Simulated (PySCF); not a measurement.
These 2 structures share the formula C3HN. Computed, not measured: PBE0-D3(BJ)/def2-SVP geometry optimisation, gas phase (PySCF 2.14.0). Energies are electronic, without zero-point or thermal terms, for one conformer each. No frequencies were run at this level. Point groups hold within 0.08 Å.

Question: Order them by energy at this level, lowest first, and give relative energies in kJ/mol.
A. `[C-]#[N+]C#C` (isoyanoacetylene)
B. cyanoacetylene (`C#CC#N`)

Answer: B (0.0), A (99.6).

| SMILES | E (Eh) | E rel (kJ/mol) | dipole (D) | point group | A, B, C (MHz) |
| --- | --- | --- | --- | --- | --- |
| C#CC#N | -169.24036 | 0.0 | 3.77 | C∞v | –, 4528, 4528 |
| [C-]#[N+]C#C | -169.20244 | 99.6 | 2.95 | C∞v | –, 4954, 4954 |

Q: How do the relative energies change in single points at PBE0/pcSseg-1 (no added dispersion term) on the same geometries?

A: 
```csv
SMILES,PBE0-D3(BJ)/def2-SVP (kJ/mol),PBE0/pcSseg-1 (kJ/mol),shift
C#CC#N,0.0,0.0,0.0
[C-]#[N+]C#C,99.6,103.8,+4.2
```

Each column counts from its own lowest isomer. The order is unchanged; the largest shift is 4.2 kJ/mol.
